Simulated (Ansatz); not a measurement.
## CaAu5 (F-43m)

These are results of DFT PBEsol, scalar-relativistic, plane waves, PAW in Ansatz 0.2.0, not measurements.

Cutoff 420 eV; k points 8×8×8 on the computed 6-atom cell (Γ-centred); Gaussian smearing, width 0.10 eV; no spin polarisation.

The structure is relaxed at this level of theory with its symmetry kept. Whether it is the stable form of this composition wasn't checked.

```cif
data_structure
_symmetry_space_group_name_H-M 'P 1'
_symmetry_Int_Tables_number 1
_cell_length_a 5.4590
_cell_length_b 5.4590
_cell_length_c 5.4590
_cell_angle_alpha 60.000
_cell_angle_beta 60.000
_cell_angle_gamma 60.000
_cell_volume 115.03
loop_
_atom_site_label
_atom_site_type_symbol
_atom_site_fract_x
_atom_site_fract_y
_atom_site_fract_z
_atom_site_occupancy
Ca1 Ca 0.00000 0.00000 0.00000 1
Au1 Au 0.75000 0.75000 0.75000 1
Au2 Au 0.37530 0.87410 0.37530 1
Au3 Au 0.37530 0.37530 0.87410 1
Au4 Au 0.37530 0.37530 0.37530 1
Au5 Au 0.87410 0.37530 0.37530 1
```

- Space group: F-43m (No. 216)
- Volume per atom: 19.17 Å³
- Formation energy from the elements' standard states (uncorrected): -0.402 eV/atom
- Kohn–Sham band gap: none (metal)
- Density of states at the Fermi level: 1.52 states/eV per cell
- Bulk modulus: 124 GPa
- Its pressure derivative: 5.4
- Bader charges (e): Ca (1 in the cell) 1.43, Au (1 in the cell) -0.32, Au (4 in the cell) -0.28

Spin-orbit coupling is left out, which matters for the bands of heavy elements.

Cost: 6 runs of about 7.9 core-minutes in all, on Arm Neoverse V1 (shared hosts).